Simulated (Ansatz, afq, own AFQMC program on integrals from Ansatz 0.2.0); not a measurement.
Integrals from Ansatz 0.2.0, then the random walk in our own AFQMC program (afq).

```yaml
crystal:
  periodic: [false, false, false]
  atoms:
    - {symbol: B, position_ang: [0.000000, 0.000000, 0.000000]}
    - {symbol: C, position_ang: [0.000000, 0.000000, 1.488912]}
basis:
  gaussian: {orbitals: cc-pVTZ}
magnetization: {spin_polarized: true, initial_magnetization: 3}
correlation: {method: ccsd_t, electrons: outside_noble_gas, hamiltonian_folder: ham}
```

```sh
$ ansatz run in.yaml --threads 1 --pin off --events-out ev --progress --plain --max-ram 24576MiB --backend cuda --devices 0, --max-vram 18GiB
```

Options of the walk:

```
--method phaseless --trial cisd --walkers 3000 --populations 20 --least-time 60 --time-step 0.005 --steps-per-block 50 --equilibration-blocks 28 --max-blocks 4000 --target-error 0.00016 --factor-cut 1e-05 --start spin_pure --seed 9637 --release-times 0.24,0.51,0.99,1.62,2.4 --release-step 0.03 --release-every 3 --taylor-order 6
```

Times are imaginary, in 1/Eh. The walk had a cap of 238 s. With eight or more populations the least sampling time is a fifth of least-time, and the error comes from their spread.

Output of the walk:

```
orbitals 58  electrons 5 2  factors 361 of 361
reference energy -62.32722840 Eh
CCSD correlation -0.19566012 Eh in 13 cycles, weight of the determinant in the CISD state 0.8221
energy of the start -62.522493 Eh
 block  time / (1/Eh)  mean weight  energy / Eh
     1     0.250  1.0001  -62.522488
     2     0.500  1.0002  -62.524892
     3     0.750  0.9998  -62.527095
     4     1.000  1.0002  -62.528868
     5     1.250  1.0001  -62.530169
     7     1.750  1.0000  -62.532325
     9     2.250  1.0000  -62.534026
    13     3.250  1.0001  -62.534376
    19     4.750  0.9996  -62.535946
    25     6.250  1.0001  -62.536086
    31     7.750  1.0002  -62.535351
    37     9.250  1.0001  -62.535617
    43    10.750  1.0003  -62.534954
    49    12.250  1.0004  -62.536141
    55    13.750  0.9999  -62.534668
    61    15.250  0.9998  -62.534814
    67    16.750  1.0001  -62.534328
    73    18.250  0.9999  -62.534300
    76    19.000  1.0002  -62.536645
    79    19.750  1.0001  -62.534644
    85    21.250  0.9999  -62.534470
    91    22.750  1.0000  -62.534222
    94    23.500  1.0006  -62.533187
    97    24.250  1.0001  -62.535904
   103    25.750  1.0000  -62.536489
   109    27.250  0.9999  -62.533714
   115    28.750  0.9998  -62.535294
   121    30.250  1.0003  -62.536485
   127    31.750  1.0001  -62.534995
error from the spread of 20 populations
released: time / (1/Eh)  energy / Eh  error  mean overlap
  0.24  -62.535356  0.000172  0.9992
  0.51  -62.535746  0.000147  0.9971
  0.99  -62.536218  0.000131  0.9922
  1.62  -62.536726  0.000151  0.9864
  2.40  -62.536691  0.000138  0.9865
energy -62.534994 +/- 0.000157 Eh
(rows thinned)
```

The run passed its tests (sampling time, drift between the halves within three errors, error under three times the target), which doesn't prove that it has relaxed.

Against this walk (error 4.3 meV) on the same determinant: CCSD(T) 14.7 meV higher, CCSDT(Q) 64.5 meV lower. The error is statistical and leaves out the bias of the constraint. Released to 2.40 1/Eh the energy lies 46 ± 6 meV (both errors) below the phaseless value, which shows part or all of the bias of the constraint, and CCSDT(Q) lies 18.3 meV below the released value. CCSDT(Q) is the surest value here, so the walk's 65 meV above it is most likely the bias of the constraint with this trial, which can have either sign.

Cautions: constraint bias not in the error; higher spins were not checked; the search met a lower determinant of the same kind, perhaps of another symmetry (235 meV lower), and this one is a saddle point; strong correlation (T1 0.067, weight of the determinant 0.82, largest double 0.11); released walk and highest rung disagree (by 18 meV at 2.40 1/Eh).

The walk took 3.4 min on 1 × NVIDIA H100 80GB HBM3 with 2 threads of AMD EPYC 7R13 Processor (Zen 3), with other jobs on the host (the card was shared). The log's last line is the phaseless energy.

CCSDT and higher add their correlation energy to the determinant of the CCSD(T) run, since their own runs factorise the integrals more tightly (a shift of under 2 meV). A walk keeps the symmetry of its determinant, which the program's search chose and which needn't be the lowest solution, so a lower state of the same spin and another symmetry isn't excluded.
